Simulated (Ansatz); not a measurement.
## NaP: a test of scalar relativity, step by step

With Ansatz 0.2.0, Python API.

`nap.xyz`
```text
2

Na    0.00000    0.00000    0.00000
P     0.00000    0.00000    2.64000
```

Notebook, run cell by cell (the value of a cell's last expression is shown):

**Cell 1**
```python
import ansatz as az
import numpy as np
```

**Cell 2**
```python
SETTINGS = {
    "xc": "pbe",
    "vdw": "d3bj",
}

mol = az.Crystal.molecule_from_extxyz("nap.xyz")
```

**Cell 3**
```python
calc = mol.calculation()
calc = calc.functional(SETTINGS["xc"], dispersion=SETTINGS["vdw"])
calc = calc.spin("collinear", total=2)
calc = calc.scf(lower_state_search="light")
calc = calc.forces()
# a set contracted for a scalar-relativistic Hamiltonian goes with the relativistic run
sets = {"none": "cc-pVTZ", "scalar": "cc-pVTZ-DK"}
found = {kind: calc.basis(gaussian=basis).pseudopotentials(relativity=kind).run(threads=1, pin="off").report for kind, basis in sets.items()}
for kind, each in found.items():
    dipole = 4.803205 * np.linalg.norm(each["charge_distribution"]["dipole_moment_e_ang"])
    print(f"{kind:7s} E = {each['free_energy_ev']:.4f} eV  dipole {dipole:.3f} D  largest force component {np.abs(each['forces_ev_ang']).max():.4f} eV/A")
print(f"relativity lowers the total energy by {found['none']['free_energy_ev'] - found['scalar']['free_energy_ev']:.3f} eV")
```
Output:
```text
none    E = -13696.2355 eV  dipole 6.260 D  largest force component 0.1370 eV/A
scalar  E = -13724.4481 eV  dipole 6.219 D  largest force component 0.1335 eV/A
relativity lowers the total energy by 28.213 eV
```

The total moves by -28.2 eV, nearly all in the cores, and the dipole from 6.26 to 6.22 D.

These settings explore the input space; basis and method may be short of convergence. The geometry is a force-field or estimated start, not a minimum of this method. The basis set changes with the Hamiltonian (a set recontracted for scalar relativity), and most of the change in the total lies in the cores. The run takes the species as open-shell (spin multiplicity 3), which needn't be its ground state. The spin state was assumed, and another may lie lower. Run time: 12 s on 1 thread of Arm Neoverse V1, on a shared host, peak memory 0.21 GiB.
